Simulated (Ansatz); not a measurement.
Species: C₂H₃O, SMILES `O=[C+]C` (charge 1, multiplicity 1), formula C2H3O.

How many basis functions does frozen-core CCSD(T)/cc-pVTZ // PBE-D3(BJ)/def2-TZVP run with Ansatz (a program for electronic structure) use, how many core orbitals are frozen, and how many electrons are correlated?

132 basis functions and 3 frozen orbitals, which leaves 16 correlated electrons. Core time is of the order of seconds.
